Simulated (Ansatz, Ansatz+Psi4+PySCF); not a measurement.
```csv
atom,x (Å),y (Å),z (Å)
C,0.6678,0.7833,0.0000
C,-0.6678,0.7833,0.0000
C,-0.6678,-0.7833,0.0000
C,0.6678,-0.7833,0.0000
H,1.4408,1.5532,0.0000
H,-1.4408,1.5532,0.0000
H,-1.4408,-1.5532,0.0000
H,1.4408,-1.5532,0.0000
```

Basis set: cc-pVTZ (spherical functions). Correlated methods keep 4 orbitals frozen. Charge 0, multiplicity 1.

Computed with Ansatz (development build ahead of 0.2.0); each method stands on the lowest determinant of its kind that the runs found. Restricted open shells among the atoms or ions are ROHF, correlated in semicanonical orbitals with singles.

The atomization energy at this shape (free ground-state atoms in the same class of orbitals less the molecule, no zero-point energy) of singlet C₄H₄:

```
method  atomization energy
   RHF            25.82 eV
```

What does RHF-MP2 give?

35.25 eV. Caution: in another basis set an unrestricted determinant lies well below.
